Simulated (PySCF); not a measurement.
Highest orbital energy against ionisation energy along the halogens

Calculated with PySCF 2.14, no spin-orbit coupling. Each cell gives −ε(HOMO) / ΔSCF in eV; NIST values include spin-orbit coupling, (s) semi-empirical, (t) theoretical.

```csv
species,UHF,LDA,PBE,PBE0,r2SCAN,NIST (lowest levels)
"F (x2c-QZVPPall with one added diffuse shell each of s, p, d, f type, spin-free X2C)",18.487 / 15.638,10.352 / 17.943,10.293 / 17.637,12.553 / 17.427,10.774 / 17.520,17.423
"Cl (x2c-QZVPPall with one added diffuse shell each of s, p, d, f type, spin-free X2C)",13.068 / 11.746,8.193 / 13.186,8.118 / 12.952,9.587 / 12.936,8.453 / 12.996,12.968
"Br (x2c-QZVPPall with one added diffuse shell each of s, p, d, f type, spin-free X2C)",11.782 / 10.712,7.563 / 12.075,7.433 / 11.787,8.750 / 11.792,7.754 / 11.851,11.814
"I (x2c-QZVPPall with one added diffuse shell each of s, p, d, f type, spin-free X2C)",10.420 / 9.541,6.880 / 10.805,6.734 / 10.515,7.881 / 10.537,7.004 / 10.537,10.451
```

**Question.** How far is −ε(HOMO) from ΔSCF on average for each method, and why?

**Answer.** UHF 1.53 eV; LDA -5.26 eV; PBE -5.08 eV; PBE0 -3.48 eV; r2SCAN -4.73 eV. Hartree-Fock orbital energies lack relaxation and so exceed the ΔSCF value; semilocal functionals have convex E(N) from self-interaction, so their HOMO lies far too high; exact exchange moves hybrids part of the way back.
